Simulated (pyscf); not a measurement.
Optimised with ωB97X-D3(BJ)/def2-SVP in PySCF.

Q: Estimate by transition-state theory the rate constant of H₂C=SiH–Cl + methyl (CH₃•) → [H₂C=Si–Cl]• + methane (CH₄) (doublet surface; H–Si broken, C–H formed) at 600 K, with ωB97M-D3(BJ)/def2-TZVP energies (ideal gas, 1 atm, RRHO with modes under 100 cm⁻¹ raised to 100, one conformer, R ln 2 for chiral ones without a mode under 150 cm⁻¹; no tunnelling).

A: The electronic barrier is 5.4 kcal/mol and the thermal terms add +17.5, so ΔG‡ = 22.8 kcal/mol. With k_BT/h = 1.25e+13 s⁻¹ and RT = 1.192 kcal/mol, and a volume of 8.18e-20 cm³ per molecule at 1 atm, k = 5.0e-15 cm³ molecule⁻¹ s⁻¹. Wigner's tunnelling factor for 756i cm⁻¹ would be 1.14. A shift of 1 kcal/mol in the barrier changes k by a factor 2.3. H₂C=SiH–Cl lies 13.7 kcal/mol over its isomer H₃C–Si:–Cl [singlet] (electronic energy, ωB97M-D3(BJ)/def2-TZVP). This is the saddle that the search found; another between the same sides may lie lower. The angle at the transferred H is 174°.
